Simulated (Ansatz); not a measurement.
**AlNH2 (quintet): from Hartree-Fock to the top rungs, cc-pVTZ**

Aim: climb from Hartree-Fock through coupled cluster for AlNH2 (quintet) at one geometry and basis, and see what each rung misses.

Computed with Ansatz 0.2.0, Gaussian basis. Level: cc-pVTZ, correlated electrons: outside noble gas.

To be run: UHF; CCSD(T) on ROHF; CCSD(T) on UHF; BCCD(T) on ROHF; CCSDT(Q) on ROHF; CCSDT(Q) on UHF.

## (1) The system

The geometry is a PBE0/def2-TZVP stationary point (not a proven minimum) of the parent state, kept for this charge and spin.

4 atoms, charge 0, spin multiplicity 5.

Atoms are counted from 1 here; the program's logs count them from 0.

Bond lengths: Al1–N2 1.768 Å, Al1–H3 1.611 Å, N2–H4 1.009 Å. Angles: N2–Al1–H3 113.2°, Al1–N2–H4 161.1°.

In the tables R marks a restricted open-shell determinant and U an unrestricted one; correlation energies count from the lowest restricted Hartree-Fock solution.

## (2) UHF

in.yaml

```yaml
crystal:
  periodic: [false, false, false]
  atoms:
    - {symbol: Al, position_ang: [0.000000, -0.084877, 0.620504]}
    - {symbol: N, position_ang: [0.000000, 0.035620, -1.143535]}
    - {symbol: H, position_ang: [0.000000, 1.349999, 1.353786]}
    - {symbol: H, position_ang: [0.000000, 0.427096, -2.073077]}
basis:
  gaussian: {orbitals: cc-pVTZ}
magnetization: {spin_polarized: true, initial_magnetization: 4}
hamiltonian: {xc: hf}
output: {orbitals: {seedname: orbitals}}
```

Launch:

```bash
> ansatz run in.yaml --threads 1 --pin off --events-out ev --progress --plain --max-ram 2816MiB --backend cpu
```

After this run come: CCSD(T) on ROHF; CCSD(T) on UHF; BCCD(T) on ROHF; CCSDT(Q) on ROHF; CCSDT(Q) on UHF.

Before running them: what should the planned runs give, taken together? Wanted: correlation energy, UCCSDT(Q); RMP2 from UCCSDT(Q); UMP2 from UCCSDT(Q); RCCSD from UCCSDT(Q); RCCSD(T) from UCCSDT(Q); UCCSD(T) from UCCSDT(Q); RCCSDT(Q) from UCCSDT(Q); T1 diagnostic.

**Answer**, as computed:

| quantity | value |
| --- | --- |
| correlation energy, UCCSDT(Q) | -6.3561 eV |
| RMP2 from UCCSDT(Q) | +1108.2 meV |
| UMP2 from UCCSDT(Q) | +1117.8 meV |
| RCCSD from UCCSDT(Q) | +232.2 meV |
| RCCSD(T) from UCCSDT(Q) | +53.1 meV |
| UCCSD(T) from UCCSDT(Q) | +50.5 meV |
| RCCSDT(Q) from UCCSDT(Q) | +4.5 meV |
| levels of the table within 1 kcal/mol (43 meV) | RCCSDT, UCCSDT, RCCSDT(Q) |
| T1 diagnostic | 0.038 |

What this shows: RCCSD(T) misses by +53.1 meV, 0.8 % of the correlation energy. These misses are within one basis, not against nature; the frozen cores of restricted and unrestricted runs differ, which can shift their rows.
